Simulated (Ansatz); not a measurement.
# Structure optimisation: rhenium, hcp

Computed with Ansatz 0.2.0, DFT, BLYP, plane waves (420 eV) with PAW, scalar-relativistic. (PAW data from PBE, frozen cores regenerated.)

k-point mesh 13×13×7, Fermi-Dirac smearing 0.1 eV, no spin polarisation. Cell and atoms relax.

Starting structure:

```xyz
2
Lattice="2.7608 0.0000 0.0000 -1.3804 2.3909 0.0000 0.0000 0.0000 4.4582" Properties=species:S:1:pos:R:3 pbc="T T T"
Re    0.0000    1.5939    1.1145
Re    1.3804    0.7970    3.3436
```

**Question.** The pressure at the start is 19.8 GPa. By how much does the volume change?

**Answer.** From 14.71 to 15.53 Å³ per atom, 5.5 %. The final cell has a = 2.815 Å, c = 4.526 Å (c/a = 1.608).

**Question.** How much energy does the relaxation gain?

**Answer.** 48.2 meV per atom.
